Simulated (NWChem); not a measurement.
# Correlation energy of Na (+1)

SMILES: [Na+]
```xyz
1

Na     0.0000     0.0000     0.0000
```
Charge +1, spin multiplicity 1.

All runs are NWChem calculations.

Basis set: def2-QZVP. Each correlation energy counts from its own Hartree-Fock reference.

The correlated methods keep 1 core orbital frozen. No row is a measurement; the coupled-cluster row has its own basis-set and correlation limits.

Problem. Order these methods by the correlation energy they give, lowest first: MP2, SCS-MP2, CR-CCSD[T], CCSD.

Solution. CR-CCSD[T] (-141.8 mHa), CCSD (-140.1 mHa), MP2 (-134.8 mHa), SCS-MP2 (-130.1 mHa)
